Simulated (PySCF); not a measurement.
These 2 structures share the formula C3H2ClPS. Method: PBE0-D3(BJ)/def2-SVP geometry optimisation, gas phase in PySCF 2.14.0. Energies are electronic, without zero-point or thermal terms, for one conformer each. No frequencies were run at this level. Point groups hold within 0.08 Å.

**Question.** Rank from lowest to highest electronic energy at this level (kJ/mol).
A. `Clc1cpcs1`
B. `Clc1pccs1`

**Answer.** A (0.0), B (6.1).

Neighbours under 10 kJ/mol apart (Clc1cpcs1 and Clc1pccs1) can change places with a better method, another conformer or zero-point energy.

```json
{"SMILES": "Clc1cpcs1", "E (Eh)": "-1314.24098", "E rel (kJ/mol)": "0.0", "dipole (D)": "0.57", "point group": "Cs", "A, B, C (MHz)": "4139, 1412, 1053"}
{"SMILES": "Clc1pccs1", "E (Eh)": "-1314.23864", "E rel (kJ/mol)": "6.1", "dipole (D)": "2.08", "point group": "Cs", "A, B, C (MHz)": "3328, 1747, 1146"}
```
